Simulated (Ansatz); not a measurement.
# C2H5S2: the cost of one run

All numbers are computed with Ansatz 0.2.0, driven from Python. Level of theory: PBE0/cc-pVDZ.

## (1) Starting point

Bond lengths: S1–C2 1.841 Å, C2–C3 1.536 Å, C3–S4 1.825 Å, C2–H5 1.097 Å, C2–H6 1.097 Å, C3–H7 1.096 Å, C3–H8 1.095 Å, S4–H9 1.348 Å. Angles: S1–C2–C3 112.0°, S1–C2–H5 112.6°, S1–C2–H6 110.4°, C3–C2–H5 109.3°, C3–C2–H6 107.1°, H5–C2–H6 105.0°, C2–C3–S4 112.9°, C2–C3–H7 111.6°, C2–C3–H8 109.4°, S4–C3–H7 108.5°, S4–C3–H8 107.0°, H7–C3–H8 107.2°, C3–S4–H9 93.0°.

The script holds or builds the structure itself.

## (2) Script

scan_c2h5s2.py

```python
"""Stretching a bond of C2H5S2(-), the rest held rigid."""

import ansatz as az
import numpy as np

GEOMETRY = """
S    -1.40350    1.57510    0.28830
C    -0.70600    0.11030   -0.58280
C     0.30180   -0.65120    0.29070
S     1.86930    0.25480    0.52130
H    -0.23310    0.37390   -1.53730
H    -1.50430   -0.59550   -0.84560
H    -0.11500   -0.88280    1.27750
H     0.54980   -1.60470   -0.18780
H     1.24100    1.42000    0.77550
"""

molecule = az.Crystal.molecule()
for line in GEOMETRY.strip().splitlines():
    symbol, *xyz = line.split()
    molecule = molecule.atom(symbol, [float(v) for v in xyz])

symbols = [site.symbol for site in molecule.cartesian_sites]
start = np.array([site.position_ang for site in molecule.cartesian_sites])
axis = (start[0] - start[1]) / np.linalg.norm(start[0] - start[1])
moving = [0]
lengths, energies = [1.62, 1.694, 1.768, 1.841, 1.915, 1.989, 2.062, 2.173], []
for length in lengths:
    xyz = start.copy()
    xyz[moving] += (length - np.linalg.norm(start[0] - start[1])) * axis
    point = az.Crystal.molecule()
    for symbol, place in zip(symbols, xyz):
        point = point.atom(symbol, place.tolist())
    calculation = (
        point.calculation()
        .basis(gaussian="cc-pVDZ")
        .functional("pbe0")
        .charge(-1)
    )
    data = calculation.run(threads=1, backend="cpu").report
    energies.append(data["free_energy_ev"])
    print(f"r = {length:6.3f} A  E = {energies[-1]:.5f} eV  <S^2> = {abs(data['mean_field']['state']['spin_squared']):.3f}")

# quartic fit about the minimum
fit = np.polynomial.Polynomial.fit(lengths, np.array(energies) - min(energies), 4).convert()
roots = [r.real for r in fit.deriv().roots() if abs(r.imag) < 1e-9 and fit.deriv(2)(r.real) > 0]
r_e = min(roots, key=lambda r: abs(r - lengths[int(np.argmin(energies))]))
print(f"minimum of the fit at {r_e:.4f} A, force constant {fit.deriv(2)(r_e):.2f} eV/A^2")
```

## (3) What the engine is handed

The engine receives this input (first run):

```yaml
crystal:
  periodic: [false, false, false]
  atoms:
    - { symbol: S, position_ang: [-1.319617675364337, 1.398941105195241, 0.1835402967883496] }
    - { symbol: C, position_ang: [-0.706, 0.1103, -0.5828] }
    - { symbol: C, position_ang: [0.3018, -0.6512, 0.2907] }
    - { symbol: S, position_ang: [1.8693, 0.2548, 0.5213] }
    - { symbol: H, position_ang: [-0.2331, 0.3739, -1.5373] }
    - { symbol: H, position_ang: [-1.5043, -0.5955, -0.8456] }
    - { symbol: H, position_ang: [-0.115, -0.8828, 1.2775] }
    - { symbol: H, position_ang: [0.5498, -1.6047, -0.1878] }
    - { symbol: H, position_ang: [1.241, 1.42, 0.7755] }
basis:
  gaussian:
    orbitals: cc-pVDZ
hamiltonian:
  xc: pbe0
total_charge: -1.0
```

## (4) Running it

On the command line:

```bash
$ python scan_c2h5s2.py
```

**Question.** How long does this script take on 1 thread of Arm Neoverse V1, shared host, and how much memory does it need?

About 30 s, with a peak of 0.24 GiB.
